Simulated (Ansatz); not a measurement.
Predict the output of the script below (Ansatz 0.2.0 through its Python package).

The script, `c2h4b.py`:
```python
'''Stretching a bond of C2H4B(-), the rest held rigid.'''

import ansatz as az
import numpy as np

GEOMETRY = '''
B    -0.98220   -0.01820   -0.09550
C     0.55390    0.01030    0.05390
C     1.75340    0.03250    0.17050
H    -1.30050   -0.96510   -0.74420
H    -1.34660    0.97670   -0.63970
H    -1.48460   -0.08810    0.98220
H     2.80650    0.05190    0.27290
'''


def main() -> None:
    c2h4b = az.Crystal.molecule()
    for line in GEOMETRY.strip().splitlines():
        symbol, *xyz = line.split()
        c2h4b = c2h4b.atom(symbol, [float(v) for v in xyz])

    symbols = [site.symbol for site in c2h4b.cartesian_sites]
    start = np.array([site.position_ang for site in c2h4b.cartesian_sites])
    axis = (start[3] - start[0]) / np.linalg.norm(start[3] - start[0])
    moving = [3]
    lengths, energies = [1.01, 1.1, 1.19, 1.31, 1.49, 1.79, 2.14, 2.62], []
    for length in lengths:
        xyz = start.copy()
        xyz[moving] += (length - np.linalg.norm(start[3] - start[0])) * axis
        point = az.Crystal.molecule()
        for symbol, place in zip(symbols, xyz):
            point = point.atom(symbol, place.tolist())
        model = (
            point.calculation()
            .basis(gaussian='cc-pVDZ')
            .functional('r2SCAN', dispersion='d4')
            .charge(-1)
        )
        rep = model.run().report
        energies.append(rep['free_energy_ev'])
        print(f'r = {length:6.3f} A  E = {energies[-1]:.5f} eV  <S^2> = {abs(rep["mean_field"]["state"]["spin_squared"]):.3f}')

    print('energy above the lowest point (eV):', [round(e - min(energies), 3) for e in energies])


if __name__ == '__main__':
    main()
```

```console
$ python c2h4b.py
r =  1.010 A  E = -2811.67782 eV  <S^2> = 0.000
r =  1.100 A  E = -2812.21486 eV  <S^2> = 0.000
r =  1.190 A  E = -2812.43903 eV  <S^2> = 0.000
r =  1.310 A  E = -2812.44149 eV  <S^2> = 0.000
r =  1.490 A  E = -2812.12241 eV  <S^2> = 0.000
r =  1.790 A  E = -2811.33197 eV  <S^2> = 0.000
r =  2.140 A  E = -2810.47630 eV  <S^2> = 0.000
r =  2.620 A  E = -2809.62680 eV  <S^2> = 0.000
energy above the lowest point (eV): [0.764, 0.227, 0.002, 0.0, 0.319, 1.11, 1.965, 2.815]
```

What to keep in mind:
- Total energies depend on the basis set; only differences at equal settings carry meaning.
- The rest of the molecule is held rigid at a force-field or estimated start geometry, and the basis set is modest; single-reference methods fail as a bond breaks.
- The orbitals are restricted, so S² is zero by construction.
- Toward dissociation an unrestricted state can lie under the restricted one, by tenths of an eV for polar bonds under a functional and by 1 to 2 eV or more for others.
- Anions want diffuse functions, which this basis lacks.
- Wall time of the script: 16 s on 1 thread of Arm Neoverse V1 (shared host), peak memory 0.17 GiB.
